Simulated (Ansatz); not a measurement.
## Ansatz (development build ahead of 0.2.0) run

```yaml
crystal:
  periodic: [false, false, false]
  atoms:
    - { symbol: "N", position_ang: [0.0, 0.0, 0.0] }
    - { symbol: H, position_ang: [0.0, 0.0, 2.288] }
basis:
  gaussian: { orbitals: "6-31G" }
magnetization:
  spin_polarized: true
hamiltonian:
  xc: pbe0
scf:
  omitted_lower_state_checks: [stability, starts, atomic_configurations, cluster_reference, orbital_swaps, given_window_search, neighbouring_geometries, increment]
output:
  forces: true
```

The input is written out in the form of the current development build from the run's settings.

Output:

```json
{
 "Converged": "yes",
 "Total energy": "-54.88258 hartree",
 "Spin squared of the determinant": "0.000"
}
```

Forces (eV/Å):
```tsv
atom	Fx	Fy	Fz
N1	0.000	0.000	2.817
H2	0.000	0.000	-2.817
```

This is not the lowest solution: another run reaches a determinant 2.74 eV lower. Caution: charge can spread falsely over distant fragments; another spin multiplicity may lie lower.
